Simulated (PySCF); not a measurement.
Structure with atom numbers: `[NH2:1][CH:2]1[CH2:3][CH2:4][CH2:5]1` (H(Xn): hydrogen on atom n). Ha(C3), Ha(C4), Ha(C5) are cis to N1 on the ring; Hb(C3), Hb(C4), Hb(C5) are trans to N1 on the ring.

GIAO PBE0/pcSseg-1 shifts (PySCF, gas phase, non-relativistic, equivalent atoms averaged), each against references optimised in the same way as the molecule (NH3, TMS).

On the GFN2-xTB geometry: N1 64.0, C2 51.0, C3/C5 35.4, C4 12.8, H(C2) 3.36, Hb(C3)/Hb(C5) 2.44, Ha(C4) 1.65, Hb(C4) 1.62, Ha(C3)/Ha(C5) 1.52, H(N1) 0.78 ppm.

What changes on the PBE0-D3(BJ)/def2-SVP geometry?

Answers


```json
{"atoms": "N1", "δ (ppm)": "58.4", "change": "-5.6"}
{"atoms": "C2", "δ (ppm)": "51.4", "change": "+0.4"}
{"atoms": "C3/C5", "δ (ppm)": "37.1", "change": "+1.7"}
{"atoms": "C4", "δ (ppm)": "14.6", "change": "+1.8"}
{"atoms": "H(C2)", "δ (ppm)": "2.96", "change": "-0.40"}
{"atoms": "Hb(C3)/Hb(C5)", "δ (ppm)": "2.13", "change": "-0.31"}
{"atoms": "Ha(C4)", "δ (ppm)": "1.39", "change": "-0.26"}
{"atoms": "Hb(C4)", "δ (ppm)": "1.32", "change": "-0.30"}
{"atoms": "Ha(C3)/Ha(C5)", "δ (ppm)": "1.32", "change": "-0.20"}
{"atoms": "H(N1)", "δ (ppm)": "0.47", "change": "-0.31"}
```

Bonds between heavy atoms that differ most (equivalent bonds averaged): N1–C2 1.441 → 1.435 Å, C3–C4 1.536 → 1.540 Å. Mean change of bonds to hydrogen: N–H +0.004 Å, C–H +0.013 Å.
